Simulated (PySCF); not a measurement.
Name the molecule from its bond curve

A diatomic of charge -1 contains S (the partner may be the same element). Its doublet curve at PBE0 in a double-zeta basis (no relativity, PySCF), in eV from the separated fragments:

| R (Å) | E (eV) |
| --- | --- |
| 1.742 | -2.657 |
| 1.823 | -3.371 |
| 1.904 | -3.754 |
| 1.965 | -3.886 |
| 2.026 | -3.919 |
| 2.087 | -3.879 |
| 2.168 | -3.745 |
| 2.269 | -3.492 |
| 2.391 | -3.119 |
| 2.553 | -2.578 |

The fit gives ωe = 587 cm⁻¹ and the rotational constant Bₑ = 0.2584 cm⁻¹.

Q: Which atom is the partner?

A: The minimum lies at 2.020 Å, so the reduced mass is 16.8576 u Å² cm⁻¹/(Bₑ·Re²) = 15.99 u. With S at 31.97 u the partner weighs about 32.0 u: S. The molecule is S₂⁻.

The highest Kohn–Sham level is positive in this anion. Much of that is self-interaction error, but it also means that the finite basis helps to hold the extra electron. The state was picked by a PBE0 search and need not be the measured ground state.
